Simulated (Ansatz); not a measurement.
# CH2ClF (chlorofluoromethane): B2PLYP/aug-cc-pVDZ

What is the vertical ionisation energy of CH2ClF (chlorofluoromethane) at B2PLYP/aug-cc-pVDZ? 

The calculation is run with Ansatz 0.2.0.

68 further runs of the same task are left out: 68 set aside as unsound or not needed.

### 1 Starting point

CH2ClF has 5 atoms, charge 0, and is taken as a singlet. SMILES: `FCCl`. The coordinates come from a PBE0-D4/def2-TZVP relaxation.

Bond lengths: F1–C2 1.355 Å, C2–Cl3 1.766 Å, C2–H4 1.089 Å, C2–H5 1.089 Å. Angles: F1–C2–Cl3 110.5°, F1–C2–H4 109.3°, F1–C2–H5 109.3°, Cl3–C2–H4 107.8°, Cl3–C2–H5 107.8°, H4–C2–H5 112.3°.

### 2 A single-point energy at B2PLYP/aug-cc-pVDZ

in.yaml

```yaml
crystal:
  periodic: [false, false, false]
  atoms:
    - symbol: F
      position_ang: [-0.970450, 0.560520, 0.766500]
    - symbol: C
      position_ang: [0.083560, 0.089320, 0.058070]
    - symbol: Cl
      position_ang: [-0.422970, -1.232890, -0.998060]
    - symbol: H
      position_ang: [0.832130, -0.302600, 0.745580]
    - symbol: H
      position_ang: [0.477720, 0.885670, -0.572080]
basis:
  gaussian: {orbitals: aug-cc-pVDZ}
magnetization: {spin_polarized: false}
hamiltonian: {xc: {name: B2PLYP}}
correlation: {frozen_orbitals: {C: 1, Cl: 5, F: 1, H: 0}}
accuracy: high
output: {orbitals: {seedname: orbitals}}
```

The run is started by

```console
$ ansatz run in.yaml --threads 1 --pin off --max-ram 3480MiB --events-out events.jsonl --progress --plain --runs-dir runs
```

Output:

```text
Warning: RAYON_NUM_THREADS=1 ignored (pool sized by the plan → 1); use --threads N
Functional definition: B2PLYP
  name "B2PLYP"
  parameter a = 0.53
  parameter c = 0.27
  exchange = (1 - a)*b88_x + a*exact_x
  correlation = (1 - c)*lyp_c + c*(mp2_os + mp2_ss)
1830 factors; integrals over basis functions are off by at most 4.1e-9 eV
mean field evaluation 1: about -16297.2574 eV, gradient 2.1e1 eV
mean field evaluation 2: about -16297.4532 eV, gradient 2.1e1 eV
mean field evaluation 4: about -16298.2410 eV, gradient 2.3e0 eV
mean field evaluation 8: about -16298.2533 eV, gradient 2.2e-1 eV
mean field evaluation 16: about -16298.2534 eV, gradient 1.3e-5 eV
mean field -16298.25342560 eV, -598.9497660379 hartree, gradient 4.1e-8 eV, S^2 0.000000; 0 other end points of the search recorded, 0 dependent functions left out
7 core orbitals not correlated: weight in the atoms' cores, before any rotation towards them, 1.000 or more for the frozen orbitals, at most 0.000 for the correlated occupied ones
reference -16298.25345038 eV, -598.9497669486 hartree; 10, 10 occupied and 74, 74 virtual orbitals, 1830 factors
second order -16.42438917 eV of doubles, -0.00000000 eV of singles
Total energy: -16302.68803546 eV, -599.1127349442 hartree
```

Run time: 7.8 s. Hardware: 1 thread of Arm Neoverse V2, shared host; peak memory 0.26 GiB.

### 3 The doublet cation at the same level

input.yaml

```yaml
crystal:
  periodic: [false, false, false]
  atoms:
    - {symbol: F, position_ang: [-0.970450, 0.560520, 0.766500]}
    - {symbol: C, position_ang: [0.083560, 0.089320, 0.058070]}
    - {symbol: Cl, position_ang: [-0.422970, -1.232890, -0.998060]}
    - {symbol: H, position_ang: [0.832130, -0.302600, 0.745580]}
    - {symbol: H, position_ang: [0.477720, 0.885670, -0.572080]}
basis:
  gaussian: {orbitals: aug-cc-pVDZ}
total_charge: 1
correlation: {frozen_orbitals: {C: 1, Cl: 5, F: 1, H: 0}}
output: {orbitals: {seedname: orbitals}}
magnetization: {spin_polarized: true, initial_magnetization: 1}
hamiltonian: {xc: {name: B2PLYP}}
accuracy: high
```

The run is started by

```console
$ ansatz run input.yaml --threads 1 --pin off --max-ram 3480MiB --events-out events.jsonl --progress --plain --runs-dir runs
```

Output, shortened:

```text
Warning: RAYON_NUM_THREADS=1 ignored (pool sized by the plan → 1); use --threads N
[... 2 set-up lines as earlier in the session ...]
[...]
1830 factors; integrals over basis functions are off by at most 4.1e-9 eV
[...]
mean field -16286.78468050 eV, -598.5282974294 hartree, gradient 2.6e-8 eV, S^2 0.755476; 2 other end points of the search recorded, 0 dependent functions left out
7 core orbitals not correlated: weight in the atoms' cores, before any rotation towards them, 1.000 or more for the frozen orbitals, at most 0.000 for the correlated occupied ones
reference -16286.78470834 eV, -598.5282984523 hartree; 10, 9 occupied and 74, 75 virtual orbitals, 1830 factors
second order -15.62151209 eV of doubles, -0.00000000 eV of singles
Total energy: -16291.00251660 eV, -598.6833000471 hartree
```

It took 15 s on 1 thread of Arm Neoverse V2, shared host; peak memory 0.35 GiB.

### 4 Summary of results

At B2PLYP/aug-cc-pVDZ, 7 core orbitals frozen:

```
                                                                quantity          value
                                            singlet CH2ClF: total energy  -599.11273 Eh
                       singlet CH2ClF: HOMO energy (SCF part's orbitals)      -10.20 eV
                       singlet CH2ClF: LUMO energy (SCF part's orbitals)        0.27 eV
                     singlet CH2ClF: HOMO–LUMO gap (SCF part's orbitals)       10.47 eV
                                            doublet cation: total energy  -598.68330 Eh
doublet cation: HOMO energy (SCF part's orbitals) (highest over α and β)      -19.10 eV
 doublet cation: LUMO energy (SCF part's orbitals) (lowest over α and β)      -12.77 eV
                                                    doublet cation: ⟨S²⟩          0.755
                      vertical ionisation energy (to the doublet cation)      11.686 eV
```

What this shows: Removing an electron at fixed nuclei costs 11.69 eV (1127 kJ/mol). −ε(HOMO) before ionisation, 10.20 eV, is 1.49 eV below this ionisation energy.
